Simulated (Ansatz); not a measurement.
# SiHCl (quintet): wave-function methods side by side, cc-pVDZ

Aim: climb from Hartree-Fock through coupled cluster and multireference methods for SiHCl (quintet) at one geometry and basis, and see what each rung misses.

Program: Ansatz 0.2.0, Gaussian basis. Level of theory: cc-pVDZ, core rule «outside noble gas», up to 10 orbitals frozen. These are calculated values, not measurements.

To be run: UHF; CCSD(T) on ROHF; CCSD(T) on UHF; BCCD(T) on ROHF; CISD; CCSDT(Q) on ROHF; CCSDT(Q) on UHF; CCSDTQ on ROHF; CCSDTQ on UHF; CASSCF and MRCISD+Q, 12 electrons in 9 orbitals; CASSCF and NEVPT2, 12 electrons in 9 orbitals.

8 further runs of the same task are left out: 2 for a known fault of the program, 6 set aside as unsound or not needed.

### Step 1. What is computed

The geometry is a PBE0/def2-TZVP stationary point (not a proven minimum) of the parent state, kept for this charge and spin.

3 atoms, charge 0, spin multiplicity 5.

Atoms are counted from 1 here; the program's logs count them from 0.

Bond lengths: Si1–Cl2 2.048 Å, Si1–H3 1.491 Å. Angles: Cl2–Si1–H3 115.5°.

### Step 2. UHF

Input file in.yaml:

```yaml
crystal:
  periodic: [false, false, false]
  atoms:
    - {symbol: Si, position_ang: [0.000000, -0.097122, 1.110575]}
    - {symbol: Cl, position_ang: [0.000000, 0.042769, -0.932187]}
    - {symbol: H, position_ang: [0.000000, 1.201899, 1.843159]}
basis:
  gaussian: {orbitals: cc-pVDZ}
magnetization: {spin_polarized: true, initial_magnetization: 4}
hamiltonian: {xc: hf}
output: {orbitals: {seedname: orbitals}}
```

On the command line:

```bash
ansatz run in.yaml --threads 1 --pin off --events-out ev --progress --plain --max-ram 4096MiB --backend cpu
```

Further steps of the session: CCSD(T) on ROHF; CCSD(T) on UHF; BCCD(T) on ROHF; CISD; CCSDT(Q) on ROHF; CCSDT(Q) on UHF; CCSDTQ on ROHF; CCSDTQ on UHF; CASSCF and MRCISD+Q, 12 electrons in 9 orbitals; CASSCF and NEVPT2, 12 electrons in 9 orbitals.

Before running them: what should the planned runs give, taken together? Wanted: UCCSDTQ below the RHF energy; RMP2 from UCCSDTQ; UMP2 from UCCSDTQ; RCCSD from UCCSDTQ; RCCSD(T) from UCCSDTQ; UCCSD(T) from UCCSDTQ; RCCSDT(Q) from UCCSDTQ; UCCSDT(Q) from UCCSDTQ; NEVPT2 valence from UCCSDTQ.

**Answer**, as computed:

| quantity | value |
| --- | --- |
| UCCSDTQ below the RHF energy | -6.0379 eV |
| RMP2 from UCCSDTQ | +1026.8 meV |
| UMP2 from UCCSDTQ | +1060.3 meV |
| RCCSD from UCCSDTQ | +175.2 meV |
| RCCSD(T) from UCCSDTQ | +44.3 meV |
| UCCSD(T) from UCCSDTQ | +45.1 meV |
| RCCSDT(Q) from UCCSDTQ | +1.7 meV |
| UCCSDT(Q) from UCCSDTQ | +0.7 meV |
| NEVPT2 valence from UCCSDTQ | +1454.4 meV |
| MRCISD+Q valence from UCCSDTQ | +105.8 meV |
| levels within 1 kcal/mol (43 meV) | BCCD(T), RCCSDT, UCCSDT, RCCSDT(Q), UCCSDT(Q), RCCSDTQ |
| T1 diagnostic | 0.032 |
| effectively unpaired electrons | 4.01 |

In words: RCCSD(T) lands +44.3 meV from the yardstick (0.7 % of the correlation energy). One determinant dominates. Of the multireference levels listed MRCISD+Q valence comes nearest in total energy (+105.8 meV), which doesn't show that its space is the better one. Coupled cluster took another determinant than the lowest Hartree-Fock one. These misses are within one basis, not against nature; the frozen cores of restricted and unrestricted runs differ, which can shift their rows.
